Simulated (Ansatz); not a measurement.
# SiCF+ (triplet): wave-function methods side by side, cc-pVTZ

An exercise on one series of results from a longer session: the logs are not shown, and one member is left open.

Program: Ansatz 0.2.0, Gaussian basis. Level of theory: cc-pVTZ, core rule «outside noble gas», up to 7 orbitals frozen. These are calculated values, not measurements.

To be run: UHF; CCSD(T) on ROHF; CCSD(T) on UHF; BCCD(T) on ROHF; CCSDT(Q) on ROHF; CCSDT(Q) on UHF.

7 further runs of the same task are left out: 2 for a known fault of the program, 5 set aside as unsound or not needed.

## The system

The geometry is a PBE0/def2-TZVP stationary point (not a proven minimum) of the parent state, kept for this charge and spin.

3 atoms, charge 1, spin multiplicity 3.

Atoms are counted from 1 here; the program's logs count them from 0.

Bond lengths: F1–C2 1.276 Å, C2–Si3 1.687 Å. Angles: F1–C2–Si3 180.0°.

Set-up of the first run:

in.yaml reads:

```yaml
crystal:
  periodic: [false, false, false]
  atoms:
    - {symbol: F, position_ang: [0.000000, 0.000000, -1.413044]}
    - {symbol: C, position_ang: [0.000000, 0.000000, -0.136834]}
    - {symbol: Si, position_ang: [0.000000, 0.000000, 1.549877]}
basis:
  gaussian: {orbitals: cc-pVTZ}
total_charge: 1
magnetization: {spin_polarized: true, initial_magnetization: 2}
hamiltonian: {xc: hf}
output: {orbitals: {seedname: orbitals}}
```

Run with:

```console
$ ansatz run in.yaml --threads 1 --pin off --events-out ev --progress --plain --max-ram 4096MiB --backend cpu
```

Steps of the session up to this table: UHF; CCSD(T) on ROHF; CCSD(T) on UHF; BCCD(T) on ROHF; CCSDT(Q) on ROHF; CCSDT(Q) on UHF.

One of the session's tables, all rows but one given; the rest of the session is left out.

It belongs to the step «Misses and costs». 

```
   method  from UCCSDT(Q) (meV)
     ROHF              +12902.7
      UHF              +12721.1
     RMP2                     ?
     UMP2               +1221.3
    RCCSD                +564.5
    UCCSD                +559.9
 RCCSD(T)                 +64.1
 UCCSD(T)                 +65.1
  BCCD(T)                 +57.3
   RCCSDT                 +28.0
   UCCSDT                 +26.8
RCCSDT(Q)                 +10.1
UCCSDT(Q)                     0
```

Q: Estimate the row for RMP2 from the others.

The run gave: from UCCSDT(Q) (meV): +1190.9. In the column «from UCCSDT(Q) (meV)» it lies between RCCSD (+564.5) and UMP2 (+1221.3).

To keep in mind: Restricted and unrestricted rows rest on different reference determinants; where their highest levels disagree by more than a few hundredths of an eV, they describe different states and don't form one ladder.
